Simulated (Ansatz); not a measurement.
Two shapes of singlet CH₂F₂.

Shape 1:

```xyz
5

C     0.4910    0.0000    0.0000
H     1.1116    0.6461    0.6461
H     1.1116   -0.6461   -0.6461
F    -0.2872    0.7749   -0.7749
F    -0.2872   -0.7749    0.7749
```

Shape 2:

```xyz
5

C     0.4517    0.0000    0.0000
H     1.0227    0.5944    0.5944
H     1.0227   -0.5944   -0.5944
F    -0.2642    0.7129   -0.7129
F    -0.2642   -0.7129    0.7129
```

Basis set: cc-pVDZ (spherical functions). Frozen core: 3 orbitals. Charge 0, multiplicity 1.

Computed with Ansatz (development build ahead of 0.2.0); each method stands on the lowest determinant of its kind that the runs found.

Q: Which shape is lower in energy, and by how much in each method?

A:

```
 method  E(2) − E(1) (eV)
    RHF             0.884
RHF-MP2             1.216
```

Shape 1 is lower. Caution: no unrestricted run beside it, a lower state can exist.
